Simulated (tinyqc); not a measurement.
Inside a calculation. Method: Pariser-Parr-Pople SCF with singles CI, for the molecule N=CC=O (SMILES; centres numbered as the heavy atoms are written). One step of it, computed by the program tinyqc.

Question. PPP integrals. Ohno: gamma = 14.399645/sqrt(R^2 + a^2), a = 2 x 14.399645/(gamma_rr + gamma_ss); H_rr = -W_r - sum_(s != r) z_s gamma_rs; H_rs = beta for bonds.

Centres (angstrom, eV; a flat drawing with bonds scaled to 1.40 angstrom):

| centre | x | y | core charge z | W | gamma_rr |
|---|---|---|---|---|---|
| 1N | 1.848000 | -0.127000 | 1 | 14.100000 | 12.300000 |
| 2C | 0.559000 | 0.421000 | 1 | 11.160000 | 11.130000 |
| 3C | -0.559000 | -0.421000 | 1 | 11.160000 | 11.130000 |
| 4O | -1.848000 | 0.127000 | 1 | 17.700000 | 15.200000 |

Resonance integrals (eV):

| i | j | beta |
|---|---|---|
| 1 | 2 | -2.510000 |
| 2 | 3 | -2.390000 |
| 3 | 4 | -2.510000 |

Give: repulsion gamma_rs; core matrix H.

Answer.

repulsion gamma_rs (eV), lower triangle:
```
         1N       2C       3C       4O
1N  12.3000
2C   7.7272  11.1300
3C   5.2967   7.5550  11.1300
4O   3.7403   5.4131   8.1028  15.2000
```

core matrix H (eV), lower triangle:
```
          1N        2C        3C        4O
1N  -30.8641
2C   -2.5100  -31.8553
3C    0.0000   -2.3900  -32.1144
4O    0.0000    0.0000   -2.5100  -34.9561
```
